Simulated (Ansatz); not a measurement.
Results of r²SCAN+rVV10 (Ansatz, a program for electronic structure, PAW) for cubic perovskite SrTiO3 (cubic form, which distorts at low temperature).

Numerical settings: plane-wave cutoff 560 eV, 10×10×10 k mesh, Fermi–Dirac smearing 0.01 eV, no spin polarisation, scalar-relativistic PAW data made under PBE.

Equation-of-state points:

| V (Å³/atom) | E − E_lowest (meV/atom) |
|---|---|
| 11.126 | 28.78 |
| 11.362 | 12.33 |
| 11.599 | 2.98 |
| 11.836 | 0.00 |
| 12.073 | 2.75 |
| 12.309 | 10.66 |
| 12.546 | 23.18 |

### Question
What bulk modulus B0 and pressure derivative B′ does a third-order Birch–Murnaghan fit give?

### Answer
V0 = 11.836 Å³/atom, B0 = 194 GPa, B′ = 4.4 (fit to the energies at full precision).

Measured, for comparison: bulk modulus 172 GPa (room temperature, no zero-point or thermal correction, Murnaghan fit, our sources range from 165 to 179; as tabulated in Guennou et al. (2010), arXiv:0910.0710); equilibrium volume per atom 11.77 Å³/atom (0 K, cubic phase extrapolated to 0 K; as tabulated in Bilc et al. (2008), arXiv:0805.0753). Computed (rounded) less measured: bulk modulus +13 % (+8 % to +18 % over the range), equilibrium volume per atom +0.6 %.

Note: the relaxation could not lower the start's symmetry, so the cell can be a saddle point above a distorted one.

Computed values are for the static lattice.
